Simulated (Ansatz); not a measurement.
Consider the isomerisation: `OC/N=C\F` → `C/N=C(/O)F`.

Calculated with Ansatz (gas phase, PBE0-D4/def2-TZVP geometries, no zero-point term in ΔE). CCSD(T)/CBS adds triple-zeta CCSD(T) − MP2 to the extrapolated MP2 energy (def2 sets, frozen cores). Double bonds are as drawn, so ΔE can hold a change between cis and trans. Functionals use def2-TZVPP. HSE06 is defined as in plane-wave codes. One conformer a species, not always the lowest.

```csv
level,ΔE (kcal/mol),difference from CCSD(T)/CBS
LDA (SPW92),-14.9,-3.8
PBE-D4,-12.7,-1.6
r2SCAN-D4,-13.7,-2.6
PBE0-D4,-13.5,-2.4
B2PLYP,-11.9,-0.8
PBE-QIDH,-13.5,-2.4
revPBE,-12.0,-0.9
PBE0,-13.5,-2.4
r2SCANh,-13.9,-2.8
HSE06,-13.5,-2.4
RPA@PBE/def2-TZVPP,-10.3,0.8
MP2/def2-SVP,-15.2,-4.1
CCSD(T)/def2-SVP,-13.7,-2.6
SCS-MP2/def2-TZVPP,-11.4,-0.3
HF/def2-QZVPP,-12.7,-1.6
MP2/CBS(def2),-12.1,-1.0
CCSD(T)/CBS,-11.1,0
```

Largest T1 diagnostic among the species: 0.013.

At CCSD(T), def2-SVP lies −2.6 kcal/mol from the extrapolated value and def2-TZVPP −0.3 kcal/mol. Leaving LDA and LC-ωPBE aside and taking each functional with its dispersion term where it has one, the values, not all of them listed here, spread over 3.1 kcal/mol, from r2SCAN0-D4 to BLYP-D4. LDA lies −2.3 kcal/mol from PBE without D4.
